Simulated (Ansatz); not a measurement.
**triplet CH5Al at 6 levels**

Wanted: a comparison of 6 runs (U-wB97X/STO-3G, UBHLYP/STO-3G, UBLYP/STO-3G, UPBE/STO-3G, UPBE0/STO-3G, UBCCD(T)/STO-3G) of triplet CH5Al. 

The results are computed with Ansatz 0.2.0.

56 further runs of the same task are left out: 2 that didn't finish, 54 set aside as unsound or not needed.

## 1. The structure to begin with

CH5Al: 7 atoms, total charge 0, spin state triplet. SMILES of the parent species: `[H][Al]([H])[CH3]`. Geometry: a GFN2-xTB relaxation, a rough one for these elements and not checked as a minimum. That shape belongs to the parent species and isn't relaxed for this state.

Bond lengths: Al1–C4 1.985 Å, Al1–H2 1.551 Å, Al1–H3 1.551 Å, C4–H5 1.097 Å, C4–H6 1.098 Å, C4–H7 1.098 Å. Angles: Al1–C4–H5 113.2°, Al1–C4–H6 112.2°, Al1–C4–H7 112.2°, H2–Al1–C4 123.8°, H3–Al1–C4 123.7°, H5–C4–H6 106.1°, H5–C4–H7 105.9°, H6–C4–H7 106.7°, H2–Al1–H3 112.5°.

## 2. A single-point energy at U-wB97X/STO-3G (run 1)

Input file run.yaml:

```yaml
basis:
  gaussian:
    orbitals: STO-3G
crystal:
  periodic: [false, false, false]
  atoms:
    - symbol: Al
      position_ang: [0.532240, 0.925980, -0.002840]
    - symbol: H
      position_ang: [2.079610, 1.030730, 0.039470]
    - symbol: H
      position_ang: [-0.157080, 2.315610, -0.032820]
    - symbol: C
      position_ang: [-0.456800, -0.794540, -0.002750]
    - symbol: H
      position_ang: [-0.578610, -1.223840, -1.005100]
    - symbol: H
      position_ang: [-1.469240, -0.690290, 0.408830]
    - symbol: H
      position_ang: [0.049890, -1.563640, 0.595200]
total_charge: 0
magnetization:
  spin_polarized: true
  initial_magnetization: 2
hamiltonian:
  xc: {name: wB97X}
accuracy: high
```

On the command line:

```
ansatz run run.yaml --threads 1 --pin off --max-ram 2610MiB --events-out events.jsonl --progress --plain --runs-dir runs
```

What it wrote:

```text
Warning: RAYON_NUM_THREADS=1 ignored (pool sized by the plan → 1); use --threads N
Functional definition: wB97X
  name "wB97X"
  parameter omega = 0.3/bohr
  parameter cx = 0.157706
  parameter cx1 = 0.726479
  parameter cx2 = 1.04760
  parameter cx3 = -5.70635
  parameter cx4 = 13.2794
  parameter css1 = -4.33879
  parameter css2 = 18.2308
  parameter css3 = -31.7430
  parameter css4 = 17.2901
  parameter cos1 = 2.37031
  parameter cos2 = -11.3995
  parameter cos3 = 6.58405
  parameter cos4 = -3.78132
  exchange = spin_sum(e_x_unif_sr(omega)*poly(b97_u_x, 1 - cx, cx1, cx2, cx3, cx4)) + cx*exact_x_sr(omega)
      + exact_x_lr(omega)
  correlation = spin_sum(e_c_pw_same_spin*poly(b97_u_same, 1, css1, css2, css3, css4))
      + integral(e_c_pw_opposite_spin*poly(b97_u_opposite, 1, cos1, cos2, cos3, cos4))
336 factors; integrals over basis functions are off by at most 1.4e-8 eV
159 factors; integrals over basis functions are off by at most 1.3e-9 eV
mean field evaluation 1: about -7613.0482 eV, gradient 9.6e0 eV
mean field evaluation 2: about -7613.8312 eV, gradient 5.1e0 eV
mean field evaluation 4: about -7614.0391 eV, gradient 4.0e-1 eV
mean field evaluation 8: about -7614.0045 eV, gradient 3.2e-2 eV
mean field evaluation 16: about -7614.0045 eV, gradient 5.8e-4 eV
mean field evaluation 32: about -7614.0045 eV, gradient 1.1e-6 eV
mean field evaluation 64: about -7614.1573 eV, gradient 2.0e-6 eV
mean field -7614.15731102 eV, -279.8151201186 hartree, gradient 1.2e-8 eV, S^2 2.008994; 4 other end points of the search recorded, 0 dependent functions left out
reference -7614.15730942 eV, -279.8151200601 hartree; 13, 11 occupied and 6, 8 virtual orbitals, 336 factors
Total energy: -7614.15730942 eV, -279.8151200601 hartree
```

Wall time 54 s (1 thread of Arm Neoverse V2, shared host); peak memory 0.45 GiB.

## 3. A single-point energy at UBHLYP/STO-3G (run 2)

Input file run.yaml:

```yaml
crystal:
  periodic: [false, false, false]
  atoms:
    - {symbol: Al, position_ang: [0.532240, 0.925980, -0.002840]}
    - {symbol: H, position_ang: [2.079610, 1.030730, 0.039470]}
    - {symbol: H, position_ang: [-0.157080, 2.315610, -0.032820]}
    - {symbol: C, position_ang: [-0.456800, -0.794540, -0.002750]}
    - {symbol: H, position_ang: [-0.578610, -1.223840, -1.005100]}
    - {symbol: H, position_ang: [-1.469240, -0.690290, 0.408830]}
    - {symbol: H, position_ang: [0.049890, -1.563640, 0.595200]}
basis:
  gaussian:
    orbitals: STO-3G
magnetization:
  spin_polarized: true
  initial_magnetization: 2
hamiltonian:
  xc: {name: BHLYP}
accuracy: high
```

On the command line:

```
ansatz run run.yaml --threads 1 --pin off --max-ram 2610MiB --events-out events.jsonl --progress --plain --runs-dir runs
```

What it wrote:

```text
Warning: RAYON_NUM_THREADS=1 ignored (pool sized by the plan → 1); use --threads N
Functional definition: BHLYP
  name "BHLYP"
  parameter a = 0.5
  exchange = (1 - a)*b88_x + a*exact_x
  correlation = lyp_c
336 factors; integrals over basis functions are off by at most 1.4e-8 eV
mean field evaluation 1: about -7612.9958 eV, gradient 8.3e0 eV
mean field evaluation 2: about -7613.4364 eV, gradient 6.1e0 eV
mean field evaluation 4: about -7613.7034 eV, gradient 2.0e-1 eV
mean field evaluation 8: about -7613.6885 eV, gradient 4.7e-3 eV
mean field evaluation 16: about -7613.7119 eV, gradient 2.3e0 eV
mean field evaluation 32: about -7613.8864 eV, gradient 1.9e0 eV
mean field -7613.93486077 eV, -279.8069452230 hartree, gradient 2.0e-8 eV, S^2 2.023486; 2 other end points of the search recorded, 0 dependent functions left out
reference -7613.93488114 eV, -279.8069459713 hartree; 13, 11 occupied and 6, 8 virtual orbitals, 336 factors
Total energy: -7613.93488114 eV, -279.8069459713 hartree
```

It took 2.7 s on 1 thread of Arm Neoverse V2, shared host; peak memory 0.14 GiB.

Run 3 isn't shown in full; the table further down has it.

## 4. A single-point energy at UPBE/STO-3G (run 4)

Input file input.yaml:

```yaml
crystal:
  periodic: [false, false, false]
  atoms:
    - {symbol: Al, position_ang: [0.532240, 0.925980, -0.002840]}
    - {symbol: H, position_ang: [2.079610, 1.030730, 0.039470]}
    - {symbol: H, position_ang: [-0.157080, 2.315610, -0.032820]}
    - {symbol: C, position_ang: [-0.456800, -0.794540, -0.002750]}
    - {symbol: H, position_ang: [-0.578610, -1.223840, -1.005100]}
    - {symbol: H, position_ang: [-1.469240, -0.690290, 0.408830]}
    - {symbol: H, position_ang: [0.049890, -1.563640, 0.595200]}
basis:
  gaussian: {orbitals: STO-3G}
magnetization: {spin_polarized: true, initial_magnetization: 2}
accuracy: high
total_charge: 0
hamiltonian: {xc: pbe}
```

On the command line:

```
ansatz run input.yaml --threads 1 --pin off --max-ram 2610MiB --events-out events.jsonl --progress --plain --runs-dir runs
```

What it wrote:

```text
Warning: RAYON_NUM_THREADS=1 ignored (pool sized by the plan → 1); use --threads N
Functional definition: PBE
  name "PBE"
  parameter kappa = 0.804
  parameter beta = 0.06672455060314922
  exchange = pbe_x(kappa = kappa, mu = beta*pi^2/3)
  correlation = pbe_c(beta = beta)
336 factors; integrals over basis functions are off by at most 1.4e-8 eV
mean field evaluation 1: about -7608.2434 eV, gradient 9.9e0 eV
mean field evaluation 2: about -7605.8551 eV, gradient 2.0e1 eV
mean field evaluation 4: about -7607.6005 eV, gradient 1.1e1 eV
mean field evaluation 8: about -7608.5449 eV, gradient 8.0e0 eV
mean field evaluation 16: about -7609.3717 eV, gradient 4.6e-6 eV
mean field evaluation 32: about -7608.9992 eV, gradient 4.5e0 eV
mean field -7609.37188508 eV, -279.6392589591 hartree, gradient 8.5e-8 eV, S^2 2.000933; 4 other end points of the search recorded, 0 dependent functions left out
reference -7609.37188727 eV, -279.6392590398 hartree; 13, 11 occupied and 6, 8 virtual orbitals, 336 factors
Total energy: -7609.37188727 eV, -279.6392590398 hartree
```

It took 4.2 s on 1 thread of Arm Neoverse V2, shared host; peak memory 0.14 GiB.

Run 5 isn't shown in full; the table further down has it.

## 5. The energy at UBCCD(T)/STO-3G (run 6)

Input file in.yaml:

```yaml
crystal:
  periodic: [false, false, false]
  atoms:
    - symbol: Al
      position_ang: [0.532240, 0.925980, -0.002840]
    - symbol: H
      position_ang: [2.079610, 1.030730, 0.039470]
    - symbol: H
      position_ang: [-0.157080, 2.315610, -0.032820]
    - symbol: C
      position_ang: [-0.456800, -0.794540, -0.002750]
    - symbol: H
      position_ang: [-0.578610, -1.223840, -1.005100]
    - symbol: H
      position_ang: [-1.469240, -0.690290, 0.408830]
    - symbol: H
      position_ang: [0.049890, -1.563640, 0.595200]
basis:
  gaussian:
    orbitals: STO-3G
magnetization:
  spin_polarized: true
  initial_magnetization: 2
correlation:
  method: bccd_t
  frozen_orbitals: {Al: 5, C: 1, H: 0}
accuracy: high
scf:
  omitted_lower_state_checks: [cluster_reference, increment]
```

On the command line:

```
ansatz run in.yaml --threads 1 --pin off --max-ram 2610MiB --events-out events.jsonl --progress --plain --runs-dir runs
```

What it wrote, cut to the lines that bear on the results:

```text
Warning: RAYON_NUM_THREADS=1 ignored (pool sized by the plan → 1); use --threads N
Functional definition: HF
  name "HF"
[...]
336 factors; integrals over basis functions are off by at most 1.4e-8 eV
[...]
mean field -7592.31161884 eV, -279.0123057386 hartree, gradient 2.8e-8 eV, S^2 2.064637; 7 other end points of the search recorded, 0 dependent functions left out
6 core orbitals not correlated: weight in the atoms' cores, before any rotation towards them, 0.999 or more for the frozen orbitals, at most 0.000 for the correlated occupied ones
reference -7592.31161884 eV, -279.0123057386 hartree; 7, 5 occupied and 6, 8 virtual orbitals, 336 factors
second order -2.15553055 eV of doubles, -0.00000000 eV of singles
cycle   1  -2.78207707 eV  change   -6.3e-1 eV  update   7.4e-2
[...]
cycle  31  -3.26408726 eV  change   6.7e-10 eV  update  7.6e-10
perturbative correction -0.03238746 eV, -0.0011902172 hartree
Total energy: -7595.60809356 eV, -279.1334489503 hartree
Checks for a lower state left out: cluster_reference, increment
```

Run time: 0.36 s. Hardware: 1 thread of Arm Neoverse V2, shared host.

## 6. All runs side by side

| run | level | frozen core orbitals | energy (Eh) | ⟨S²⟩ | wall time |
| --- | --- | --- | --- | --- | --- |
| 1 | U-wB97X/STO-3G | – | -279.815120 | 2.009 | 54 s |
| 2 | UBHLYP/STO-3G | – | -279.806946 | 2.023 | 2.7 s |
| 3 | UBLYP/STO-3G | – | -279.791190 | 2.001 | 4.5 s |
| 4 | UPBE/STO-3G | – | -279.639259 | 2.001 | 4.2 s |
| 5 | UPBE0/STO-3G | – | -279.679618 | 2.003 | 6.3 s |
| 6 | UBCCD(T)/STO-3G | 6 | -279.133449 | 2.065 | 0.36 s |

## 7. What came out

| quantity | value |
| --- | --- |
| run 6: total energy | -279.13345 Eh |
| run 6: correlation energy (6 core orbitals frozen) | -121.1 mEh |
| run 6: (T) correction | -1.19 mEh |
| run 6: ⟨S²⟩ of the reference determinant | 2.065 |

**Reading.** Totals of different functionals can't be ranked against each other. In runs 1, 2, 3, 4, 5, 6 the basis is minimal, so the values are rough. All runs together took 72 s, the longest 54 s.
